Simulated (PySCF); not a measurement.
**J couplings in C$_{2}$F$_{3}$N**

Geometry:
```csv
atom,x (Å),y (Å),z (Å)
C1,1.997,-0.587,-0.506
N2,0.901,-0.262,-0.229
C3,-0.409,0.120,0.103
F4,-1.278,-0.671,-0.500
F5,-0.585,0.034,1.409
F6,-0.626,1.366,-0.278
```

Indirect spin–spin couplings were computed at B3LYP/pcJ-1 (PySCF 2.14.0 with density-fitted response routines) on a PBE0-D3(BJ)/def2-SVP structure, for the isolated molecule, without vibrational or relativistic corrections. Couplings are averaged over pairs made equivalent by symmetry, fast rotation or ring inversion, so a value needn't be that of the named pair in this geometry, while other rotamers aren't included; one pair stands for each set, and the list holds those of at least 0.8 Hz over up to four bonds. One-bond C–F couplings come out tens of Hz too large with common functionals.

Isotopes: ¹³C, ¹⁹F, ¹⁵N.

| pair | bonds | J (Hz) |
| --- | --- | --- |
| C1, N2 | 1 | -3.8 |
| N2, C3 | 1 | -35.9 |
| C3, F4 | 1 | -338.4 |
| C1, C3 | 2 | -6.2 |
| N2, F4 | 2 | ? |
| F4, F5 | 2 | 36.0 |
| C1, F4 | 3 | ? |

Task: Estimate the withheld couplings, with signs.

Result: 
- ²J(N2,F4) = -22.9 Hz
- ³J(C1,F4) = -0.9 Hz
